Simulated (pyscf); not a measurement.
NH₂⁻ (SMILES [NH2-]) + H₂C=CH₂ (SMILES C=C) -> NH₃ (SMILES N) + HC⁻=CH₂ (SMILES [CH-]=C), a proton transfer (singlet surface; C–H broken, H–N formed). PySCF, gas phase, ωB97X-D3(BJ)/def2-SVPD geometries. MP2 and CC: frozen core, UHF for open shells. ΔMP2 is the change of the MP2 total energy from the triple- to the quadruple-zeta basis. Energies in kcal/mol from the separated reactants.

Small-basis levels: PySCF, no dispersion term, spherical d functions. 

**Question.** Quick SVWN5/6-31G* single points give ΔE‡ = -34.2 kcal/mol and ΔE = -10.2 kcal/mol. What does CCSD(T)/def2-TZVPPD + ΔMP2(QZVPPD) give, and how far is the quick result from it?

**Answer.** CCSD(T)/def2-TZVPPD + ΔMP2(QZVPPD) gives ΔE‡ = -2.0 kcal/mol and ΔE = +2.8 kcal/mol. SVWN5/6-31G* lies 32.2 kcal/mol under it in the barrier and 13.0 kcal/mol under it in the reaction energy, so on this step it does not hold to within 3.0 kcal/mol. CCSD(T)/def2-TZVPPD + ΔMP2(QZVPPD) has limits of its own. On the reactant side the descent ends in a bound adduct, 10.2 kcal/mol under the separated species and 6.4 kcal/mol under the saddle at ωB97X-D3(BJ)/def2-TZVPD. On the product side the descent ends in a bound adduct, 12.1 kcal/mol under the separated species and 6.6 kcal/mol under the saddle at ωB97X-D3(BJ)/def2-TZVPD. At CCSD(T) the saddle lies under the separated reactants, which points to a path from their complex (located at ωB97X-D3(BJ) alone). At CCSD(T) the saddle lies under the separated products, which points to a path from their complex (located at ωB97X-D3(BJ) alone), and parting the products costs more than the saddle. One saddle was located; it need not be the lowest between these sides. The angle at the transferred H is 178°. The CCSD(T) − MP2 part came from Ansatz, without density fitting, on the same reference.
